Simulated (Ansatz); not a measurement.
HCSi, quartet in 6-31G: errors against full CI

Geometry: a point of a stretch scan, not a stationary point.

```yaml
atoms:
  - { symbol: Si, position_ang: [0.0000, 0.0364, 0.6130] }
  - { symbol: C, position_ang: [0.0000, -0.1232, -1.2728] }
  - { symbol: H, position_ang: [0.0000, 0.4539, -1.9131] }
```

Basis 6-31G; Ansatz 0.2.0. Only valence electrons are correlated (noble-gas cores frozen), which leaves 9 electrons in 18 orbitals. Prefix R: restricted or restricted open-shell reference; prefix U: unrestricted. Active spaces: pair = (5e, 5o) about the gap; valence = (9e, 9o) chosen from the atoms' valence shells.

Full CI is exact within this basis and frozen core; it isn't the basis-set limit. The frozen core follows each run's orbitals, which can shift R against U totals by a few meV.

For open shells CISD is restricted-active-space CI with the open shells as a complete middle space.

* UHF ⟨S²⟩: 3.770
* T1 diagnostic (RCCSD): 0.0269
* largest doubles amplitude (RCCSD): 0.067
* T1 diagnostic (UCCSD): 0.0238

| level | E − E(full CI) (kcal/mol) | share of correlation (%) | wall time |
| --- | --- | --- | --- |
| RHF | 63.04 | 0.00 | – |
| UHF | 60.48 | 4.05 | – |
| RMP2 | 16.31 | 74.12 | – |
| UMP2 | 15.77 | 74.98 | – |
| CISD | 4.08 | 93.53 | 0.6 s |
| RCCSD | 1.64 | 97.41 | – |
| UCCSD | 1.61 | 97.45 | – |
| RCCSD(T) | 0.49 | 99.22 | 1.1 s |
| UCCSD(T) | 0.48 | 99.23 | 1.1 s |
| BCCD(T) | 0.51 | 99.19 | 0.99 s |
| RCCSDT | 0.11 | 99.83 | – |
| UCCSDT | 0.09 | 99.86 | – |
| RCCSDT(Q) | 0.02 | 99.97 | 2.8 s |
| UCCSDT(Q) | 0.00 | 100.00 | 2.5 s |
| RCCSDTQ | 0.00 | 100.00 | 25 s |
| CASSCF (pair space) | 54.16 | 14.09 | – |
| MRCISD (pair space) | 3.66 | 94.19 | – |
| MRCISD+Q (pair space) | 0.43 | 99.31 | 1.2 s |
| CASSCF (valence space) | 29.21 | 53.67 | – |
| NEVPT2 (valence space) | 7.87 | 87.52 | 1.6 s |
| NEVPT4(SD) (valence space) | 1.18 | 98.14 | 2.6 s |
| MRCISD (valence space) | 1.11 | 98.25 | – |
| MRCISD+Q (valence space) | 0.31 | 99.51 | 2.7 s |

The correlation energy at full CI, counted from RHF, is -2.734 eV. That run took 85 s on 1 thread of Arm Neoverse V2, shared host over 7,588,672 determinants.

Times hold each run's SCF and search for its determinant on a shared host, so for small cases they say little of a method's own cost; they ran on 1 thread of Arm Neoverse V2.

The full-CI state has the irrep A'' of Cs, in the program's axes.

Natural occupations of full CI about the gap: 1.980 1.966 1.928 1.001 0.994 0.987 0.049 0.040 0.014 0.008; effectively unpaired electrons, Σ n²(2−n)², 3.04.
